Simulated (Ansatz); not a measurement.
**How far each method lies from RCCSDT(Q) for Cl–Ga–PH, singlet**

Geometry: displaced at random from a stationary point.

```xyz
4

Cl    0.0646   -0.2886    2.6105
Ga   -0.1003   -0.2923    0.5107
P    -0.0237   -0.3968   -1.6320
H     0.0594    0.9777   -1.4891
```

Basis cc-pVDZ; Ansatz 0.2.0. Correlated methods freeze the noble-gas cores and the filled d shells of p-block atoms, which leaves 16 electrons in 44 orbitals. R marks a restricted (for open shells ROHF) determinant. No spin–orbit coupling is included, and no scalar relativity.

Full CI isn't at hand for all of this; RCCSDT(Q) serves as the reference, and is uncertain by about the last step of the cluster series.

- UHF ⟨S²⟩: 0.000
- T1 diagnostic (RCCSD): 0.0173
- largest doubles amplitude (RCCSD): 0.059

```
   level  E − E(RHF) (eV)
    RMP2          -8.3094
   RCCSD          -9.1792
RCCSD(T)          -9.5021
```

Q: Estimate how far RCCSDT(Q) in cc-pVDZ lies from RCCSD(T). The table doesn't fix it; the size of (T) and the diagnostics are the guide.

A: RCCSDT(Q) in cc-pVDZ lies 6.1 kJ/mol below RCCSD(T), which is 19 % of the (T) step (-31.1 kJ/mol). The diagnostics are small and the rest is a small part of (T), but (T) is large here. The miss exceeds 1 kcal/mol.

The other levels:

| level | E − E(RCCSDT(Q)) (kJ/mol) | share of correlation (%) | wall time |
| --- | --- | --- | --- |
| BCCD(T) | 5.9 | 99.36 | 2.3 s |
| RCCSDT | 2.9 | 99.68 | – |

The correlation energy at RCCSDT(Q), counted from RHF, is -9.565 eV. That run took 55 s on 1 thread of Arm Neoverse V1, shared host.

Times hold each run's SCF and search for its determinant on a shared host, so for small cases they say little of a method's own cost; they ran on 1 thread of Arm Neoverse V1.
